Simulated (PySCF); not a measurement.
## Scan of PH4⁺, singlet

Starting geometry (PBE0/def2-TZVP stationary point for this spin, not checked as a minimum):

```tsv
atom	x (Å)	y (Å)	z (Å)
P	0.0000	0.0000	0.0000
H	0.8072	0.8103	0.8085
H	-0.8110	-0.8062	0.8088
H	-0.8063	0.8070	-0.8126
H	0.8101	-0.8111	-0.8047
```

From there all distances are scaled together; atoms are numbered as listed. Energies are in kcal/mol, counted from the starting geometry at the same level.

Basis 6-31G; PySCF 2.14.0. Correlated methods freeze the noble-gas cores. Prefix R: restricted or restricted open-shell reference.

Full CI is exact within this basis and frozen core; it isn't the basis-set limit.

| scale of all distances | RCCSDT |
| --- | --- |
| 0.893 | 38.5 |
| 1.000 | 0.0 |
| 1.109 | 13.2 |
| 1.310 | 85.7 |
| 1.530 | 167.9 |
| 1.721 | 220.7 |
| 1.993 | 265.8 |

Question: Estimate the full CI curve in 6-31G from this one, knowing how RCCSDT errs.

Answer: The computed full CI values, in kcal/mol from the starting point, and the error of RCCSDT against them:
| scale of all distances | full CI | RCCSDT less full CI |
| --- | --- | --- |
| 0.893 | 38.5 | 0.0 |
| 1.000 | 0.0 | 0.0 |
| 1.109 | 13.1 | 0.0 |
| 1.310 | 85.5 | 0.2 |
| 1.530 | 167.2 | 0.7 |
| 1.721 | 218.7 | 2.0 |
| 1.993 | 259.3 | 6.5 |

Full CI's occupations show more than one leading determinant at 1.721, 1.993.

The error spans 6.5 kcal/mol and is largest, 6.5 kcal/mol, at 1.993.
